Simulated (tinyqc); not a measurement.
The integration grid: Kohn-Sham SCAN on finer and finer grids in the sto-3g basis, for BH, spin multiplicity 1. Computed by the program tinyqc with PySCF. 

Geometry (angstrom):
```
atom       x       y       z
B     0.0000  0.0000  0.0000
H     0.0000  0.0000  1.2640
```

Self-consistent on each grid; the net force on the molecule should vanish.

Kohn-Sham energy on Becke grids (radial x angular points per atom):
```
grid       points  residual of the electron count  E (hartree)  E - finest (mhartree)  largest net force without grid terms (hartree/bohr)
10 x 14       273                       -2.38e-02   -24.808821              83.420824                                             1.48e-01
15 x 26       770                        7.57e-04   -24.887890               4.351793                                             6.12e-02
20 x 50      1986                       -7.32e-04   -24.890775               1.467099                                             3.80e-02
30 x 86      5140                       -2.69e-04   -24.891371               0.870191                                             6.74e-04
50 x 194    19368                        1.73e-06   -24.892736              -0.494338                                             4.22e-02
75 x 302    45242                       -1.18e-07   -24.891884               0.357973                                             1.52e-02
120 x 590  141416                        7.68e-11   -24.892242               0.000000                                             3.21e-03
```

The energy is within 0.1 mhartree of the finest grid first at 120 x 590. The error has both signs, since quadrature is not variational. The electron count and the net force are cheap signs of a poor grid.
